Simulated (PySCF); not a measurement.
C$_{2}$H$_{7}$N, charge +1, quartet, at the geometry of the source list (a state made from the parent by changing its charge; the spin is typed, not shown lowest); PySCF with HF/6-31G.

Input for PySCF:
```python
from pyscf import gto, scf

mol = gto.Mole()
mol.atom = '''
    C     1.18970000    0.18650000    0.13320000
    N    -0.00830000    0.19880000   -0.68070000
    C    -1.20580000   -0.08280000    0.08390000
    H     1.35830000   -0.76830000    0.65570000
    H     1.10620000    0.97390000    0.88260000
    H     2.04980000    0.39670000   -0.49920000
    H     0.08390000   -0.48530000   -1.42740000
    H    -1.17930000   -1.05360000    0.60350000
    H    -2.06480000   -0.06590000   -0.58390000
    H    -1.32970000    0.70000000    0.83240000
'''
mol.basis = '6-31g'
mol.charge = 1
mol.spin = 3
mol.verbose = 4
mol.build()

mf = scf.UHF(mol)
mf.kernel()
```

What does PySCF print? Leave out banner, timings and long lists.


```
PySCF version 2.14.0

[INPUT] verbose = 4
[INPUT] num. atoms = 10
[INPUT] num. electrons = 25
[INPUT] charge = 1
[INPUT] spin (= nelec alpha-beta = 2S) = 3
[INPUT] symmetry False subgroup None
[INPUT] Mole.unit = angstrom
[INPUT] Symbol           X                Y                Z      unit          X                Y                Z       unit  Magmom
[INPUT]  1 C      1.189700000000   0.186500000000   0.133200000000 AA    2.248207170395   0.352433922231   0.251711519792 Bohr   0.0
[INPUT]  2 N     -0.008300000000   0.198800000000  -0.680700000000 AA   -0.015684726834   0.375677553564  -1.286336572991 Bohr   0.0
[INPUT]  3 C     -1.205800000000  -0.082800000000   0.083900000000 AA   -2.278631761001  -0.156469323114   0.158548021851 Bohr   0.0
[INPUT]  4 H      1.358300000000  -0.768300000000   0.655700000000 AA    2.566814994997  -1.451876581503   1.239093419877 Bohr   0.0
[INPUT]  5 H      1.106200000000   0.973900000000   0.882600000000 AA    2.090415038994   1.840404272714   1.667872277541 Bohr   0.0
[INPUT]  6 H      2.049800000000   0.396700000000  -0.499200000000 AA    3.873560610133   0.749654353615  -0.943351281383 Bohr   0.0
[INPUT]  7 H      0.083900000000  -0.485300000000  -1.427400000000 AA    0.158548021851  -0.917084088251  -2.697395070204 Bohr   0.0
[INPUT]  8 H     -1.179300000000  -1.053600000000   0.603500000000 AA   -2.228554018700  -1.991015444842   1.140449716175 Bohr   0.0
[INPUT]  9 H     -2.064800000000  -0.065900000000  -0.583900000000 AA   -3.901906502002  -0.124532951609  -1.103411084134 Bohr   0.0
[INPUT] 10 H     -1.329700000000   0.700000000000   0.832400000000 AA   -2.512768827834   1.322808287196   1.573008026088 Bohr   0.0

nuclear repulsion = 84.5249807862382
number of shells = 29
number of NR pGTOs = 94
number of NR cGTOs = 41
basis = 6-31g
ecp = {}

******** <class 'pyscf.scf.uhf.UHF'> ********
method = UHF
initial guess = minao
damping factor = 0
level_shift factor = 0
DIIS = <class 'pyscf.scf.diis.CDIIS'>
diis_start_cycle = 1
diis_space = 8
diis_damp = 0
SCF conv_tol = 1e-09
SCF conv_tol_grad = None
SCF max_cycles = 50
direct_scf = True
direct_scf_tol = 1e-13
number electrons alpha = 14  beta = 11
Set gradient conv threshold to 3.16228e-05
init E= -134.520044030029

cycle= 1 E= -133.280570850226  delta_E= 1.24  |g|= 0.442  |ddm|= 6.46

cycle= 2 E= -133.398837211471  delta_E= -0.118  |g|= 0.218  |ddm|= 2.51

cycle= 3 E= -133.42629328876  delta_E= -0.0275  |g|= 0.062  |ddm|=  0.5

cycle= 4 E= -133.433037136212  delta_E= -0.00674  |g|= 0.032  |ddm|= 0.72

cycle= 5 E= -133.435749204876  delta_E= -0.00271  |g|= 0.0187  |ddm|= 0.527

cycle= 6 E= -133.437897192428  delta_E= -0.00215  |g|= 0.0113  |ddm|= 0.707

cycle= 7 E= -133.439037926232  delta_E= -0.00114  |g|= 0.00735  |ddm|= 0.56

cycle= 8 E= -133.43959195063  delta_E= -0.000554  |g|= 0.00474  |ddm|= 0.348

cycle= 9 E= -133.439851773787  delta_E= -0.00026  |g|= 0.00283  |ddm|= 0.225

cycle= 10 E= -133.439929259993  delta_E= -7.75e-05  |g|= 0.00127  |ddm|= 0.104

cycle= 11 E= -133.439944155579  delta_E= -1.49e-05  |g|= 0.000719  |ddm|= 0.0436

cycle= 12 E= -133.439947277089  delta_E= -3.12e-06  |g|= 0.000398  |ddm|= 0.0217

cycle= 13 E= -133.439948259919  delta_E= -9.83e-07  |g|= 0.000265  |ddm|= 0.00343

cycle= 14 E= -133.439948731907  delta_E= -4.72e-07  |g|= 0.000215  |ddm|= 0.00475

cycle= 15 E= -133.439949183364  delta_E= -4.51e-07  |g|= 0.000162  |ddm|= 0.00434

cycle= 16 E= -133.439949462228  delta_E= -2.79e-07  |g|= 0.000156  |ddm|= 0.00346

cycle= 17 E= -133.439949537219  delta_E= -7.5e-08  |g|= 0.00016  |ddm|= 0.000873

cycle= 18 E= -133.439949243176  delta_E= 2.94e-07  |g|= 0.000128  |ddm|= 0.00366

cycle= 19 E= -133.439948999474  delta_E= 2.44e-07  |g|= 6.97e-05  |ddm|= 0.00591

cycle= 20 E= -133.439948978281  delta_E= 2.12e-08  |g|= 3.76e-05  |ddm|= 0.00285

cycle= 21 E= -133.439948985659  delta_E= -7.38e-09  |g|= 2.22e-05  |ddm|= 0.000718

cycle= 22 E= -133.43994898829  delta_E= -2.63e-09  |g|= 1.26e-05  |ddm|= 0.000583

cycle= 23 E= -133.439948989632  delta_E= -1.34e-09  |g|= 6.42e-06  |ddm|= 0.000443

cycle= 24 E= -133.439948989721  delta_E= -8.9e-11  |g|= 3.58e-06  |ddm|= 0.000243

Extra cycle  E= -133.439948989746  delta_E= -2.53e-11  |g|= 2.38e-06  |ddm|= 2.96e-05
converged SCF energy = -133.439948989746  <S^2> = 3.7764423  2S+1 = 4.0131994
```
